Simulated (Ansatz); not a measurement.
1T (CdI2-type) SnSe2 was calculated with PBE-D3(BJ) (Ansatz, a quantum-chemistry and plane-wave program, PAW).

Run with plane-wave cutoff 520 eV, 12×12×6 k mesh (along the axes of the cell as run), Fermi–Dirac smearing 0.01 eV, scalar-relativistic PAW data made under PBE.

Cell (relaxed at this level):

```yaml
crystal:
  lattice:
    - [1.91959, -3.32483, 0.00000]
    - [1.91959, 3.32483, 0.00000]
    - [0.00000, 0.00000, 6.01053]
  atoms:
    - { symbol: Sn, position: [0.00000, 0.00000, 0.00000] }
    - { symbol: Se, position: [0.33333, 0.66667, 0.26512] }
    - { symbol: Se, position: [0.66667, 0.33333, 0.73488] }
```

Task: What does this level give for the bulk modulus, band gap and smallest direct gap on the k points sampled?

Result: 
- bulk modulus: 28.2 GPa
- band gap: 0.35 eV
- smallest direct gap on the k points sampled: 0.83 eV

Measured, for comparison: band gap 0.98 eV (temperature not stated, no zero-point or thermal correction, indirect, our sources range from 0.98 to 1.06; as tabulated in Gonzalez and Oleynik (2016), arXiv:1609.04381).

Note: the bulk modulus comes from volumes at which shape and atoms were relaxed.

Spin–orbit coupling is not included.

The computed numbers hold no vibrational or temperature effects.

Cost on a shared machine: very roughly 9 core-minutes.
